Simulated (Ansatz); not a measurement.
# SiH3O (doublet): from Hartree-Fock to the top rungs at distance Si1–O2 = 1.341 Å, cc-pVDZ

One table from this session's results is given with a row withheld; the runs are named, their logs left out.

The runs use Ansatz 0.2.0, Gaussian basis; cc-pVDZ, core rule «outside noble gas», up to 6 orbitals frozen.

To be run: UHF; CCSD(T) on ROHF; CCSD(T) on UHF; BCCD(T) on ROHF; CISD; CCSDT(Q) on ROHF; CCSDT(Q) on UHF; CASSCF and MRCISD+Q, 3 electrons in 3 orbitals; CASSCF and NEVPT2, 3 electrons in 3 orbitals.

26 further runs of the same task are left out: 1 for a mislabelled method, 1 for a known fault of the program, 20 that didn't finish, 4 set aside as unsound or not needed.

### The system

The geometry derives from a PBE0/def2-TZVP stationary point (not a proven minimum). One bond is set to the value named and the two fragments are kept rigid.

5 atoms, charge 0, spin multiplicity 2.

Atoms are counted from 1 here; the program's logs count them from 0.

Bond lengths: Si1–O2 1.341 Å, Si1–H3 1.493 Å, Si1–H4 1.485 Å, Si1–H5 1.485 Å. Angles: O2–Si1–H3 100.6°, O2–Si1–H4 112.5°, O2–Si1–H5 112.5°, H3–Si1–H4 110.4°, H3–Si1–H5 110.4°, H4–Si1–H5 110.2°.

The first run:

in.yaml

```yaml
crystal:
  periodic: [false, false, false]
  atoms:
    - {symbol: Si, position_ang: [0.002367, 0.000000, 0.425322]}
    - {symbol: O, position_ang: [-0.018685, 0.000001, -0.915512]}
    - {symbol: H, position_ang: [1.474576, -0.000114, 0.675728]}
    - {symbol: H, position_ang: [-0.621874, 1.217950, 1.002618]}
    - {symbol: H, position_ang: [-0.622062, -1.217854, 1.002618]}
basis:
  gaussian: {orbitals: cc-pVDZ}
magnetization: {spin_polarized: true, initial_magnetization: 1}
hamiltonian: {xc: hf}
output: {orbitals: {seedname: orbitals}}
```

Command:

```sh
> ansatz run in.yaml --threads 1 --pin off --events-out ev --progress --plain --max-ram 2393MiB
```

Steps of the session up to this table: UHF; CCSD(T) on ROHF; CCSD(T) on UHF; BCCD(T) on ROHF; CISD; CCSDT(Q) on ROHF; CCSDT(Q) on UHF; CASSCF and MRCISD+Q, 3 electrons in 3 orbitals; CASSCF and NEVPT2, 3 electrons in 3 orbitals.

One table of the session follows, with a row left open; its other results are not shown here.

| method | from UCCSDT(Q) (kJ/mol) |
| --- | --- |
| ROHF | +778.2 |
| UHF | +763.1 |
| RMP2 | +125.0 |
| UMP2 | +121.1 |
| CISD | +84.3 |
| RCCSD | +19.7 |
| UCCSD | +19.1 |
| RCCSD(T) | +4.3 |
| UCCSD(T) | +4.1 |
| BCCD(T) | +3.8 |
| RCCSDT | +1.4 |
| UCCSDT | +1.4 |
| RCCSDT(Q) | +0.1 |
| UCCSDT(Q) | 0 |
| CASSCF pair | +737.9 |
| NEVPT2 pair | ? |

Estimate the missing values for NEVPT2 pair.

As computed: from UCCSDT(Q) (kJ/mol): +113.0. In the column «from UCCSDT(Q) (kJ/mol)» it lies between CISD (+84.3) and UMP2 (+121.1).

Not comparable, so not listed: CASSCF and MRCISD+Q, 3 electrons in 3 orbitals (they don't share determinant, frozen orbitals or solution with the rows shown, or repeat one).

Limits of these values: Restricted and unrestricted rows rest on different reference determinants; where their highest levels disagree by more than a few hundredths of an eV, they describe different states and don't form one ladder. Warnings in the runs' records: passed over end.
